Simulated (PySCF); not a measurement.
`CSC(F)(F)F` (methyl(trifluoromethyl) sulfide). Computed with PBE0-D3(BJ)/def2-TZVP geometry optimisation, gas phase in PySCF 2.14.0.

```
atom  x, y, z in Å
C1    -1.1193    0.1534   -0.7623
S2     0.2897    1.1479   -0.2492
C3     1.0963   -0.0681    0.7994
F4     1.4255   -1.1852    0.1416
F5     2.2130    0.4696    1.2838
F6     0.3394   -0.4486    1.8350
H7    -1.7244    0.8024   -1.3952
H8    -0.7973   -0.7109   -1.3410
H9    -1.7118   -0.1554    0.0977
```

(1) What is the longest distance between nuclei?

(2) Work out the bond lengths C1–S2, C1–H7, C1–H8, C1–H9, S2–C3, C3–F4, C3–F5, C3–F6 in pm.

(3) How far apart are these pairs, which share no bond: C1···F6, S2···H7, C3···H8, F4···F5, F4···F6, F4···H9, H8···H9?

(4) Give the dihedral angles C1–S2–C3–F5, C1–S2–C3–F6, H8–C1–S2–C3.

(5) What are the angles S2–C1–H9, S2–C1–H8, S2–C3–F6, F4–C3–F6?

(6) What is the repulsion energy of the bare nuclei, Σ ZA·ZB/RAB?

(7) Where is the centre of mass (commonest isotopes), and what is the radius of gyration?

(8) Write the matrix of distances between heavy atoms (Å, lower triangle).

Results:

(1) F5···H7, 4.77 Å; the next longest distance is 4.16 Å.

(2) For C1–S2 the difference vector is (1.4090, 0.9945, 0.5131) Å, of length 1.7993 Å. C1–S2 179.9; C1–H7 109.0; C1–H8 108.9; C1–H9 108.9; S2–C3 179.7; C3–F4 133.8; C3–F5 133.1; C3–F6 133.8 pm.

(3) C1···F6 3.039 Å (3 bonds apart); S2···H7 2.343 Å (2 bonds apart); C3···H8 2.929 Å (3 bonds apart); F4···F5 2.159 Å (2 bonds apart); F4···F6 2.142 Å (2 bonds apart); F4···H9 3.302 Å (4 bonds apart); H8···H9 1.793 Å (2 bonds apart).

(4) C1–S2–C3–F5 179° (antiperiplanar); C1–S2–C3–F6 -61° (synclinal); H8–C1–S2–C3 -64° (synclinal). Dihedral signs follow IUPAC: positive where, seen along the central bond, the front bond turns clockwise onto the rear one.

(5) From the scalar product of the two bond vectors; for S2–C1–H9 it is -0.7007 Å² over 1.7993 × 1.0890 Å², cos θ = -0.3576. S2–C1–H9 111.0°; S2–C1–H8 111.0°; S2–C3–F6 113.0°; F4–C3–F6 106.4°.

(6) 336.84 Eh over 36 pairs, with full nuclear charges and distances in bohr; the largest single term is 29.87 Eh (S2 with F5).

(7) Mass 115.991 u; centre at (0.692, 0.134, 0.446) Å; Rg = √(Σ m r²/M) = 1.571 Å. As Ia + Ib + Ic = 2 Σ m r², the three principal moments sum to 572.5 u·Å².

(8) 
```
C1    0.000
S2    1.799  0.000
C3    2.720  1.797  0.000
F4    3.014  2.624  1.338  0.000
F5    3.923  2.551  1.331  2.159  0.000
F6    3.039  2.626  1.338  2.142  2.158  0.000
```

Not checked by PBE0-D3(BJ)/def2-TZVP frequencies.
